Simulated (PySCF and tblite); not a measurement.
Values are calculated unless marked as measured or tabulated.
C₄H₃NO, numbered as in [CH2:1]=[CH:2][C:3](=[O:4])[C:5]#[N:6].

Free energies: B3LYP-D3(BJ)/def2-TZVP (IEF-PCM, chloroform) on PBE0-D3(BJ)/def2-SVP structures plus GFN2-xTB thermal terms, symmetry and mirror images included. Conformers within 3 kcal/mol (GFN2-xTB free energy) were kept, 8 at most. Codes: tblite and PySCF.

Rotational constants are equilibrium values for the commonest isotopes; dipoles come from the energy level named and are polarised by its solvent model.

Torsions listed: C1–C2–C3–O4.

```tsv
conformer	shape	symmetry	weight %
1	180°	Cs	95.4
2	0°	Cs	4.6
```

Sets of constants, in random order:

```
set  A (MHz)  B (MHz)  C (MHz)  abs μa (D)  abs μb (D)  abs μc (D)
  P     9138     2450     1932        4.64        2.22        0.00
  Q     4996     3668     2115        4.71        1.76        0.00
```

Problem. Match each set to its conformer.

Solution. P is conformer 2, Q is conformer 1.
